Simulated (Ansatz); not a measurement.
Two shapes of singlet CHO2(-).

Shape 1:

```xyz
4

C    -0.0485   -0.0118   -0.3019
O     0.0361    1.1136    0.2359
O     0.0049   -1.0865    0.1864
H     0.0234    0.0141   -1.4312
```

Shape 2:

```xyz
4

C     0.0000    0.0000   -0.3298
O     0.0000    1.2225    0.2231
O     0.0000   -1.2225    0.2231
H     0.0000    0.0000   -1.5909
```

Basis set: cc-pVTZ (spherical functions). Left uncorrelated: 3 orbitals. Charge -1, multiplicity 1.

Computed with Ansatz (development build ahead of 0.2.0); each method stands on the lowest determinant of its kind that the runs found.

Which shape is lower in energy, and by how much in each method?

```
 method  E(2) − E(1) (eV)
    RHF             1.046
RHF-MP2             0.436
```

Shape 1 is lower. Caution: no diffuse functions for an anion.
